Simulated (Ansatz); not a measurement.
Species, as SMILES: [O]O (O-OH), doublet.
Atoms: O1, O2, H3. Bonds: O1-O2, O2-H3.

Basis-set convergence of the lowest harmonic wavenumber at PBE with Ansatz (a quantum-chemistry and plane-wave program). Each level at its own minimum, finite differences of forces, unscaled; the reference is a large set that could be run, not a limit. Cartesian d functions, on some or all atoms, in 6-31G**; all else is spherical. Open shells are unrestricted. No added dispersion term, no relativity. Reference: the value in def2-QZVPPD, 1115 cm⁻¹, itself unsure by roughly 1 cm⁻¹ (its mean distance from pcseg-3, def2-QZVPP, cc-pVQZ). Deviations are taken from unrounded values.

```csv
basis,functions,lowest harmonic wavenumber (cm⁻¹),minus reference (cm⁻¹)
def2-SV(P),30,1138,23
cc-pVDZ,33,1108,-7
pcseg-1,33,1091,-23
6-31G**,35,1126,12
6-311G**,42,1109,-6
aug-cc-pVDZ,55,1114,-1
aug-pcseg-1,55,1103,-12
def2-TZVP,68,1115,0
pcseg-2,74,1113,-1
def2-TZVPP,76,1115,0
"6-311++G(3df,3pd)",96,1121,7
aug-pcseg-2,115,1114,-1
def2-QZVPP,144,1115,0
```
